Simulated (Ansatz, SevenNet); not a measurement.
# Ladder of methods for the elastic constant C12 of zinc-blende InP

Reference value: 56 GPa (measured, temperature not stated, not corrected to a static lattice; as tabulated in Råsander and Moram (2015), arXiv:1505.02379).

**Question.** What do SevenNet-0, LDA, PBE, PBE0, Hartree–Fock give, and how far is each from the reference?

**Answer.** 
```csv
level (code),value (GPa),cell (Å³/atom),difference (%)
SevenNet-0 (SevenNet),40.2,26.42,-28
LDA (Ansatz),56.6,24.73,+1.1
PBE (Ansatz),45.8,26.45,-18.2
PBE0 (Ansatz),54.9,25.61,-2.0
Hartree–Fock (Ansatz),55.3,26.72,-1.3
```

The reference's temperature isn't stated, so close values are not ranked against it. Off by more than 25 % (a bound picked here): SevenNet-0 (-28 %).

The reference has no zero-point or thermal correction, while the calculations are for a static lattice, so the differences are not the levels' errors alone.  Each level is taken at its own relaxed cell. K meshes differ between the levels. Ansatz's density-functional and Hartree–Fock values are scalar-relativistic unless marked +SOC, with PAW data made under PBE.

Machine-learned potentials (SevenNet-0) are trained on DFT data, which may include these solids.

Differences are worked out from the printed values.

Ansatz is a quantum-chemistry and plane-wave program.
